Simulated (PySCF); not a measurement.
# Worked example: building the atomization energy of O3, singlet

Measured: the G2/97 heats of formation, with zero-point and thermal terms from B3LYP taken off, give an electronic atomization energy of 146.8 kcal/mol (Curtiss et al., J. Chem. Phys. 106, 1063 (1997); Staroverov et al., J. Chem. Phys. 119, 12129 (2003)). The calculation below tries to reproduce it.

Geometry (MP2(full)/6-31G*, from the G2/97 set):

| atom | x (Å) | y (Å) | z (Å) |
| --- | --- | --- | --- |
| O | 0.0000 | 1.1038 | -0.2285 |
| O | 0.0000 | 0.0000 | 0.4571 |
| O | 0.0000 | -1.1038 | -0.2285 |

Atomization energies (atoms less molecule, kcal/mol) from PySCF 2.14.0, frozen cores, restricted molecule, unrestricted atoms (their steps beyond CCSDT from full CI of the atoms), sets cc-pVDZ, cc-pVTZ, cc-pVQZ:

```
   level      DZ      TZ      QZ
      HF  -76.63  -66.87  -66.12
 CCSD(T)  112.64  131.75  138.06
   CCSDT  112.44       –       –
CCSDT(Q)  117.22       –       –
```

Question: Extrapolate Hartree–Fock with exp(−5.46 √X) and the CCSD(T) correlation part with X⁻³ (X = 3, 4), add each higher step from the largest set that has it, and compare with the measured value.

Answer: Hartree–Fock: -66.12 + (-66.12 − -66.87) × 0.301 = -65.89.
Correlation: TZ 198.62, QZ 204.18; (64 × 204.18 − 27 × 198.62) / 37 = 208.24.
Full triples (DZ): 112.44 − 112.64 = -0.20.
(Q) (DZ): 117.22 − 112.44 = 4.78.
Sum: 146.9 kcal/mol, 0.1 above the measured 146.8.

The steps beyond CCSD(T) add 4.58 kcal/mol, while going from QZ to the limit adds 4.29. Core correlation, scalar relativity, spin–orbit terms and the relaxation from this MP2 geometry are missing from the sum, and the measured value has its own uncertainty.
